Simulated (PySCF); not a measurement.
BF: frontier orbitals

PBE0 at R = 1.265 Å; basis B def2-TZVP, F def2-TZVP; no relativity; PySCF 2.14. State: ¹Σ⁺ (singlet), closed shell. Only the outer orbitals are listed, counted within each symmetry.

```json
{"orbital": "3σ", "occ.": "2", "ε (eV)": "-36.24", "on B (%)": "11", "main shells (%)": "87 F s"}
{"orbital": "4σ", "occ.": "2", "ε (eV)": "-17.44", "on B (%)": "16", "main shells (%)": "77 F p, 10 B s"}
{"orbital": "1π", "occ.": "2", "ε (eV)": "-14.92", "on B (%)": "10", "main shells (%)": "90 F p"}
{"orbital": "1π", "occ.": "2", "ε (eV)": "-14.92", "on B (%)": "10", "main shells (%)": "90 F p"}
{"orbital": "5σ", "occ.": "2", "ε (eV)": "-8.02", "on B (%)": "97", "main shells (%)": "74 B s, 22 B p"}
{"orbital": "2π", "occ.": "0", "ε (eV)": "-1.04", "on B (%)": "97", "main shells (%)": "96 B p"}
{"orbital": "2π", "occ.": "0", "ε (eV)": "-1.04", "on B (%)": "97", "main shells (%)": "96 B p"}
{"orbital": "6σ", "occ.": "0", "ε (eV)": "1.64", "on B (%)": "93", "main shells (%)": "46 B p, 38 B s, 11 F s"}
```

Q: Which are the highest filled and the lowest empty level, where do they sit, and how wide is the gap?

A: Highest filled 5σ at -8.02 eV (in %: 74 B s, 22 B p); lowest empty 2π at -1.04 eV (in %: 96 B p); the gap at PBE0 is 6.98 eV.

The bond order (Mayer) is 1.47. The ⟨S²⟩ is 0.000, the charge on B (Mulliken, basis-dependent) is 0.10 and the charge on B (Löwdin, basis-dependent) is -0.40. The dipole moment (positive dipole means B(−)F(+)) is 1.00 D and the polarisability along the bond is 17.8 bohr³. The polarisability across the bond is 20.2 bohr³.
